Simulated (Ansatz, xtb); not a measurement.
**Relative energy of two isomers of C2H4O2**

We compare a, `C=C(O)O`, a singlet, with b, `O/C=C\O`, a singlet. Both are isolated molecules in the gas phase, relaxed with PBE-D3(BJ)/def2-SVP; the shapes shown needn't be the lowest conformers.

a (Å):

```xyz
8

C    -1.4359    0.8948    0.0279
C    -0.8857    1.9823    0.6120
O     0.4258    2.1312    0.9615
O    -1.5906    3.0898    0.9310
H    -2.5060    0.8879   -0.2077
H    -0.8245    0.0163   -0.2145
H     0.9054    1.3179    0.7192
H    -0.9628    3.7183    1.3369
```

b (Å):

```yaml
atoms:
  - { symbol: C, position_ang: [-0.9847, 1.5989, -0.3901] }
  - { symbol: C, position_ang: [-0.2410, 1.4889, 0.7329] }
  - { symbol: O, position_ang: [-2.2596, 2.0696, -0.3983] }
  - { symbol: O, position_ang: [-0.8438, 1.7991, 1.9447] }
  - { symbol: H, position_ang: [-2.4562, 2.2935, 0.5373] }
  - { symbol: H, position_ang: [-0.6128, 1.2934, -1.3789] }
  - { symbol: H, position_ang: [0.7848, 1.0864, 0.7339] }
  - { symbol: H, position_ang: [-0.2139, 2.3071, 2.4872] }
```

Problem. Estimate which is lower in electronic energy at CCSD(T)/def2-TZVP, and by roughly how much.

Solution. The CCSD(T)/def2-TZVP calculation puts structure a lower, by 0.359 eV.

How the difference moves with the method:

```csv
level,geometry,E(b) − E(a) (eV),departure from the last row (eV),"job, with rough time for the two"
PBE-D3(BJ)/def2-SVP,PBE-D3(BJ)/def2-SVP,+0.371,+0.012,"optimisation, 57 s"
HF/def2-TZVP,PBE-D3(BJ)/def2-SVP,+0.450,+0.090,part of the CCSD(T) run
MP2/def2-TZVP,PBE-D3(BJ)/def2-SVP,+0.392,+0.033,part of the CCSD(T) run
CCSD(T)/def2-TZVP,PBE-D3(BJ)/def2-SVP,+0.359,,"single point, 1.8 min"
```

As drawn, both hold the same kinds of bond in the same numbers.

The levels shown agree on the order. The largest departure from CCSD(T)/def2-TZVP is that of HF/def2-TZVP, 0.090 eV. Levels run at GFN2-xTB geometries aren't shown.

With harmonic frequencies from PBE-D3(BJ)/def2-SVP (ideal gas, rigid rotor, one conformer each, 298.15 K, 1 atm): on the last row, ΔE + ΔZPE = +0.381, ΔH = +0.377, ΔG = +0.383 eV.

The correlated steps freeze 4 core orbitals. Mirror images aren't counted in ΔG. Run with Ansatz 0.2.0; the last row on 2 threads of AMD EPYC (Zen 3) on a shared host.
